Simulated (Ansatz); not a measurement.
Two isomers of C6H14O: A = `CCOC(C)(C)C`, B = `CCCC(O)CC`.

Gas-phase electronic energies from Ansatz, PBE0-D4/def2-TZVP geometries. CCSD(T)/CBS is the MP2 limit (def2-TZVPP, def2-QZVPP) plus CCSD(T) − MP2 in def2-TZVPP, frozen cores. Functionals use def2-TZVPP. B3LYP here is the variant with VWN-RPA as its local correlation; programs differ in this. One conformer a species, not always the lowest.

(1) Which is lower in electronic energy at CCSD(T)/CBS, and by how much? (Best estimate.)

(2) Give E(B) − E(A) in kJ/mol with BLYP-D4, r2SCAN-D4, B3LYP, HF/def2-TZVPP, CCSD(T)/def2-SVP, MP2/def2-TZVPP, PBE-D4. (Best estimate.)

Largest T1 diagnostic: 0.010.

## Answers

(1) Ansatz gave: B, by 21.4 kJ/mol.

(2) Ansatz gave: BLYP-D4 -14.9, r2SCAN-D4 -17.7, B3LYP -22.1, HF/def2-TZVPP -22.5, CCSD(T)/def2-SVP -18.7, MP2/def2-TZVPP -21.0, PBE-D4 -21.7. None reverses the order clearly.

Leaving LDA and LC-ωPBE aside and taking each functional with its dispersion term where it has one, the values, not all of them listed here, spread over 9.4 kJ/mol, from PBE-QIDH to BLYP-D4. LDA lies +7.2 kJ/mol from PBE without D4. From r2SCAN to r2SCAN0 (25 % exact exchange), in def2-TZVPP and without D4, E(B) − E(A) moves by −3.2 kJ/mol.
